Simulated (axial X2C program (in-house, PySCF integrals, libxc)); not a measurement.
## Outer orbitals of NaSi at 2.706 Å, HF

All values were computed with an in-house relativistic program for diatomic molecules. Spin-free means the one-electron spin-free X2C Hamiltonian; two-component (2c) means X2C with spin–orbit coupling and atomic mean-field two-electron Coulomb and Gaunt terms, so the difference of the two also holds small scalar two-electron terms. Basis: Si dyall-v3z [8s7p2d1f], Na dyall-cv3z [9s8p5d2f] (cores contracted in-house); Gaussian nuclei, density fitting, unrestricted open shells. Masses: Si 27.977 u, Na 22.990 u.

The distance is close to the 2c PBE0 minimum; the highest filled and lowest empty levels are listed.

Spin-free orbitals, state M_S = 3/2, Λ = 0 (beyond evenly filled blocks: σα, π+α, π-α) (Löwdin shares):

| symmetry | occupied | ε (eV) | atomic character |
| --- | --- | --- | --- |
| σα | yes | -15.93 | 77% Si s, 10% Na p, 7% Na s |
| σβ | yes | -10.39 | 76% Si s, 11% Na p, 8% Na s |
| σα | yes | -6.96 | 77% Si p, 17% Na s, 4% Na p |
| π-α | yes | -6.43 | 86% Si p, 8% Na p, 6% Na d |
| π+α | yes | -6.43 | 86% Si p, 8% Na p, 6% Na d |
| σβ | no | -0.46 | 65% Na s, 32% Na p |
| σα | no | -0.43 | 61% Na s, 34% Na p, 4% Si p |
| π-β | no | 0.57 | 97% Na p |
| π+β | no | 0.57 | 97% Na p |

Spinors with spin–orbit coupling (state Ω = 3/2):

```csv
ω,occupied,ε (eV),atomic character,λ mixture
1/2,yes,-15.93,"77% Si s, 10% Na p, 7% Na s",100% σ
-1/2,yes,-10.39,"76% Si s, 11% Na p, 8% Na s",100% σ
1/2,yes,-6.96,"77% Si p, 17% Na s, 4% Na p",100% σ
-1/2,yes,-6.44,"86% Si p, 8% Na p, 6% Na d",100% π
3/2,yes,-6.42,"86% Si p, 8% Na p, 6% Na d",100% π
-1/2,no,-0.46,"65% Na s, 32% Na p",100% σ
1/2,no,-0.43,"61% Na s, 34% Na p, 4% Si p",100% σ
1/2,no,0.57,97% Na p,100% π
-3/2,no,0.57,97% Na p,100% π
```

Mulliken charges and populations of the two-component result (they depend on the basis, above all on diffuse functions):

Si -0.58 e (s 5.92 p 8.65 d 0.01), Na 0.58 e (s 4.22 p 6.15 d 0.05). ⟨Lz⟩ = 0.00 ħ and ⟨Sz⟩ = 1.50 ħ (1.33 and 0.17 on the two atoms), which add up to Ω.

The state is a single determinant with fixed occupations, the lowest that a limited PBE0 search found. PBE0 can misorder states that lie within some tenths of an eV, so this need not be the ground state of the molecule. The nearest other spin-free determinant of the search, M_S = 1/2, Λ = 0, lies 0.45 eV up at the distance of the search. With several unpaired electrons one determinant need not be a pure state. This is the top spin component of a Σ state; components of lower Ω are not single determinants and can lie lower.
